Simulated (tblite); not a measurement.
Species: C4H8.
Atom-mapped SMILES: `[CH3:1]/[CH:2]=[CH:3]\[CH3:4]` (hydrogens: H5, H6, H7 on C1; H8 on C2; H9 on C3; H10, H11, H12 on C4)

Computed with GFN2-xTB (tblite), gas phase: Langevin dynamics at 300 K from the optimised GFN2-xTB geometry, time step 0.5 fs, friction 0.01 fs⁻¹, 2000 steps. The instantaneous temperature is 2·E(kin)/(3Nk) with all 3N coordinates.

| t (fs) | T (K) | E(pot) above start (eV) | C1–C2 (Å) | C2=C3 (Å) | C3–C4 (Å) | C1–H5 (Å) |
| --- | --- | --- | --- | --- | --- | --- |
| 0 | 262 | 0.000 | 1.494 | 1.324 | 1.494 | 1.090 |
| 50 | 258 | 0.319 | 1.561 | 1.342 | 1.485 | 1.061 |
| 100 | 248 | 0.348 | 1.478 | 1.322 | 1.462 | 1.152 |
| 150 | 214 | 0.173 | 1.497 | 1.323 | 1.536 | 1.063 |
| 200 | 223 | 0.273 | 1.473 | 1.328 | 1.488 | 1.141 |
| 250 | 262 | 0.304 | 1.510 | 1.319 | 1.481 | 1.087 |
| 300 | 280 | 0.412 | 1.463 | 1.325 | 1.546 | 1.096 |
| 350 | 339 | 0.411 | 1.470 | 1.336 | 1.500 | 1.097 |
| 400 | 403 | 0.198 | 1.484 | 1.347 | 1.475 | 1.098 |
| 450 | 387 | 0.256 | 1.517 | 1.322 | 1.443 | 1.091 |
| 500 | 297 | 0.223 | 1.498 | 1.333 | 1.506 | 1.058 |
| 550 | 192 | 0.257 | 1.504 | 1.317 | 1.443 | 1.125 |
| 600 | 174 | 0.258 | 1.521 | 1.314 | 1.514 | 1.085 |
| 650 | 253 | 0.437 | 1.506 | 1.338 | 1.459 | 1.078 |
| 700 | 282 | 0.415 | 1.472 | 1.317 | 1.535 | 1.111 |
| 750 | 318 | 0.310 | 1.513 | 1.329 | 1.513 | 1.059 |
| 800 | 274 | 0.253 | 1.505 | 1.331 | 1.481 | 1.114 |
| 850 | 317 | 0.338 | 1.476 | 1.329 | 1.526 | 1.060 |
| 900 | 260 | 0.560 | 1.511 | 1.296 | 1.463 | 1.082 |
| 950 | 459 | 0.467 | 1.539 | 1.355 | 1.519 | 1.074 |
| 1000 | 438 | 0.591 | 1.509 | 1.303 | 1.489 | 1.131 |

Question: From 500 fs on, how do temperature and potential energy compare with equipartition?

Answer: The mean temperature of these 11 frames is 297 K against the target 300 K, and the mean potential energy 0.37 eV against 30 × kT/2 = 0.39 eV for 30 classical harmonic modes. For 12 atoms in a canonical ensemble the temperature itself scatters by T·√(2/(3N)) = 71 K; here its standard deviation is 84 K. The whole run lasts only 10 friction times of 100 fs, so these averages carry a wide statistical error.

Question: What are the kinetic and total energies of the listed frame with the highest potential energy?

Answer: The one at 1000 fs, 0.591 eV above the start. Its kinetic energy is 3NkT/2 = 0.680 eV at 438 K, so the sum is 1.27 eV; over the listed frames the sum runs from 0.41 to 1.27 eV, since the thermostat adds and removes energy.

Question: How much do the listed bonds fluctuate from 500 fs on?

Answer: 
| bond | at the start (Å) | mean (Å) | standard deviation (Å) |
| --- | --- | --- | --- |
| C1–C2 | 1.494 | 1.505 | 0.018 |
| C2=C3 | 1.324 | 1.324 | 0.016 |
| C3–C4 | 1.494 | 1.495 | 0.029 |
| C1–H5 | 1.090 | 1.089 | 0.026 |

The motion is classical and holds no zero-point motion.

The cost below is that of the whole dynamics run. On Arm Neoverse V2, one thread (shared host), this took 4.1 s and 0.18 GiB of memory at its peak.
